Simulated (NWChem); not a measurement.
## Dipole moment of chloromethane (CH3Cl)

```xyz
5

C     -0.0568    -1.1279     0.0000
Cl     0.0333     0.6610     0.0000
H     -0.5967    -1.4635     0.9046
H     -0.5967    -1.4635    -0.9046
H      0.9682    -1.5423     0.0000
```
Charge 0, spin multiplicity 1.

Program: NWChem. The geometry was optimised at PBE/def2-SVP, a minimum by its harmonic frequencies.

Basis set: 6-31G*. The CCSD dipole comes from the Λ equations, without orbital relaxation.

| method | dipole moment (D) | difference from CCSD |
|---|---|---|
| LDA (SVWN5) | 2.03 | 0.00 |
| PBE | 1.99 | -0.04 |
| HF | 2.22 | +0.19 |
| CCSD | 2.03 | 0.00 |
| B3LYP | 2.03 | 0.00 |

The values span 0.23 D, from PBE (lowest) to HF (highest). 

The correlated methods keep 6 core orbitals frozen. B3LYP has NWChem's definition, with VWN1-RPA local correlation. The Pople sets run with spherical d functions. No row is a measurement; the coupled-cluster row has its own basis-set and correlation limits.
